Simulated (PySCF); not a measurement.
# One molecule, a ladder of functionals, a line

Molecule: SMILES C(F)F, CH2F2.

Atom-mapped SMILES (the numbers label the heavy atoms): `[F:1][CH2:2][F:3]`. Each H is labelled by its parent atom.

GIAO shieldings (ppm, equivalent atoms averaged) in PySCF on the PBE0-D3(BJ)/def2-SVP geometry, basis pcSseg-2, gas phase, non-relativistic:

| functional | exact exchange (%) | σ(F1/F3) | σ(C2) |
| --- | --- | --- | --- |
| BLYP | 0 | 310.0 | 55.5 |
| BP86 | 0 | 315.7 | 60.5 |
| PBE | 0 | 313.1 | 60.2 |
| PBE0 | 25 | 331.5 | 69.7 |
| mPW1PW91 | 25 | 332.2 | 69.2 |
| BHandHLYP | 50 | 343.0 | 74.1 |
| HF | 100 | 366.1 | 91.3 |

Question: Fit each shielding as a line in the percentage of exact exchange.

Answer: σ(F1/F3) = 314.9 + 0.54 x (rms 2.9 ppm); σ(C2) = 59.5 + 0.32 x (rms 2.0 ppm). The functionals also differ in their semilocal parts, which the line can't hold; Hartree–Fock has no correlation at all.

Question: What does the line predict for B3LYP (20 %), and what does the run give?

Answer: σ(F1/F3): 325.7 predicted, 325.5 computed; σ(C2): 65.9 predicted, 63.4 computed ppm.
